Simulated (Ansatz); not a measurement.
Geometry optimisation, Ansatz 0.2.0, RKS B3LYP-D4/def2-SVP.

Input:

```yaml
crystal:
  periodic: [false, false, false]
  atoms:
    - { symbol: B, position_ang: [0.015625, -0.364102, -0.409766] }
    - { symbol: Cl, position_ang: [0.012831, 0.08439, 2.616777] }
    - { symbol: H, position_ang: [1.067916, 0.178657, -0.623625] }
    - { symbol: H, position_ang: [-1.05945, 0.131457, -0.625582] }
    - { symbol: F, position_ang: [0.042284, -1.616785, 0.026603] }
    - { symbol: H, position_ang: [0.041095, -1.142816, 2.096293] }
basis:
  gaussian: { orbitals: def2-SVP }
hamiltonian:
  xc: b3lyp
  dispersion: d4
relax:
  f_tol: 0.03
  max_steps: 50
```

Command:

```bash
$ ansatz run input.yaml --threads 1 --pin off --max-ram 2048MiB --backend cpu --events-out ev --progress --plain --runs-dir out
```

Task: Where does it end, and by what steps?

Result: The run converged. The force dipped under the threshold on the way, but the program's further checks kept it going. After 7 steps the energy has fallen by 0.041 eV; H6 moved furthest, 0.27 Å.

```json
{"step": "0", "energy less start (eV)": "0.0000", "largest force component (eV/Å)": "1.052", "accepted": "yes"}
{"step": "1", "energy less start (eV)": "-0.0305", "largest force component (eV/Å)": "0.473", "accepted": "yes"}
{"step": "2", "energy less start (eV)": "0.0041", "largest force component (eV/Å)": "0.965", "accepted": "no"}
{"step": "3", "energy less start (eV)": "-0.0372", "largest force component (eV/Å)": "0.175", "accepted": "yes"}
{"step": "4", "energy less start (eV)": "-0.0399", "largest force component (eV/Å)": "0.145", "accepted": "yes"}
{"step": "5", "energy less start (eV)": "-0.0408", "largest force component (eV/Å)": "0.019", "accepted": "yes"}
{"step": "6", "energy less start (eV)": "-0.0409", "largest force component (eV/Å)": "0.054", "accepted": "yes"}
{"step": "7", "energy less start (eV)": "-0.0410", "largest force component (eV/Å)": "0.006", "accepted": "yes"}
```

```xyz
6
Properties=species:S:1:pos:R:3
B 0.016 -0.359 -0.451
Cl 0.012 0.105 2.546
H 1.071 0.197 -0.627
H -1.063 0.150 -0.622
F 0.045 -1.648 -0.130
H 0.040 -1.173 2.365
```

Whether the end is a true minimum wasn't checked by a vibrational analysis.

Run time: 5.5 s on 1 thread of AMD EPYC 9B45 (Zen 5) (shared host), peak memory 0.15 GiB.
